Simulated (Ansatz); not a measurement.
Two structures of CH₆SSi, closed shell, reached by relaxing down either side of one saddle point (PBE0-D4/def2-TZVP). Energies are electronic, without zero-point energy. Computed with Ansatz 0.2.0 (basis: def2-TZVPP and def2-QZVPP); correlated methods freeze the cores. Extrapolation: Hartree–Fock as exp(−7.88 √X), correlation as X^−2.97. First:

```xyz
9
angstrom
Si -0.7547 -0.4100 0.7684
C 1.0327 -0.9713 0.3342
H -1.5533 0.6836 -1.9614
S -0.7723 1.2542 -1.0248
H -0.3528 0.8316 1.5746
H 1.0399 -1.7015 -0.4795
H 1.4009 -1.4974 1.2240
H 1.7489 -0.1781 0.1091
H -1.7893 1.9889 -0.5445
```

Second:

```xyz
9
angstrom
Si -0.5704 0.1448 0.1909
C 0.9872 -0.8777 0.1960
H -1.7529 -0.6820 -0.1707
S -0.2777 1.6913 -1.2647
H -0.8234 0.7420 1.5296
H 1.1640 -1.3197 -0.7867
H 0.9050 -1.6869 0.9256
H 1.8519 -0.2654 0.4604
H -1.4836 2.2534 -1.0803
```

(1) Which bonds change from the first to the second?

(2) Give the saddle point's structure and its height above each. (To be estimated.)

T1 diagnostic: at most 0.016. The restricted Hartree–Fock reference is unstable towards an unrestricted one at one or more of these structures.

Results:

(1) CH₄Si ([CH3][SiH]) + H₂S → CH₆SSi ([CH3][SiH2][SH]); bonds formed: Si1–H3; dative contacts that become bonds: Si1–S4; bonds broken: H3–S4.

(2) The calculation gives: 43.6 kJ/mol above the first and 287.1 kJ/mol above the second (CCSD(T) at an estimated basis limit (MP2 extrapolated from triple and quadruple zeta, plus CCSD(T) − MP2 in triple zeta)).
```tsv
atom	x (Å)	y (Å)	z (Å)
Si1	-0.7675	-0.3494	0.5331
C2	1.0162	-0.9343	0.2893
H3	-1.5429	0.2073	-0.9751
S4	-0.6904	1.3553	-1.4091
H5	-0.6277	0.7612	1.5458
H6	1.1289	-1.4961	-0.6407
H7	1.2466	-1.6246	1.1094
H8	1.7450	-0.1229	0.3124
H9	-1.5083	2.2033	-0.7651
```

Losses and insertions of silylenes and their heavier kin drive the gas-phase chemistry of silicon and germanium vapour deposition.

Labels in which every atom is bracketed show which atoms are joined, not bond orders.

For scale, one of the runs: CCSD(T)/def2-TZVPP, 199 basis functions, launched by `ansatz run in.yaml --threads 2 --pin off --events-out ev --progress --plain --max-ram 4352MiB`. Time: 37 s of wall clock on 2 CPU threads of an Arm Neoverse V2; the host was shared. Peak host memory: 2.2 GiB.
